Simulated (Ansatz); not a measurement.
**[GeH3···H···SiH], doublet: reading a ladder of total energies**

Geometry: a point of a hydrogen-transfer path between rigid fragments, not a stationary point.

```xyz
7

Ge   -0.9277    0.0141    0.0000
H    -1.4392    1.4607    0.0000
H    -1.4392   -0.7092    1.2528
H    -1.4392   -0.7092   -1.2528
H     0.6613    0.0141    0.0000
Si    2.4293    0.0141    0.0000
H     2.8257   -1.4654    0.0000
```

Basis cc-pVDZ; Ansatz 0.2.0. Correlated methods freeze the noble-gas cores and the filled d shells of p-block atoms, which leaves 13 electrons in 51 orbitals. R marks a restricted (for open shells ROHF) determinant, U an unrestricted one. No spin–orbit coupling is included, and no scalar relativity.

Full CI isn't at hand for all of this; UCCSDT(Q) serves as the reference, and is uncertain by about the last step of the cluster series.

Runs differ by some tens of microhartree through their thresholds and, for an open shell, their frozen cores, so steps under 0.03 kcal/mol mean nothing.

```
    level  total energy (hartree)
      UHF            -2367.060487
     UMP2            -2367.248212
    UCCSD            -2367.299688
 UCCSD(T)            -2367.305277
   UCCSDT            -2367.306591
UCCSDT(Q)            -2367.306808
```

Q: What is the correlation energy at UCCSDT(Q), and what share of it do UMP2 and UCCSD recover?

A: E(corr) = -2367.306808 − (-2367.060487) = -0.246321 hartree = -6.703 eV. UMP2: -0.187725 / -0.246321 = 76.21 %. UCCSD: -0.239201 / -0.246321 = 97.11 %.

Q: By how many kcal/mol does UCCSD(T) miss UCCSDT(Q) (1 hartree = 627.509 kcal/mol), and which steps make up the rest?

A: -2367.305277 − (-2367.306808) = 0.001531 hartree = 0.96 kcal/mol. Steps: UCCSDT − UCCSD(T) = -0.82, UCCSDT(Q) − UCCSDT = -0.14 kcal/mol. Differences between like states or geometries often cancel part of this.
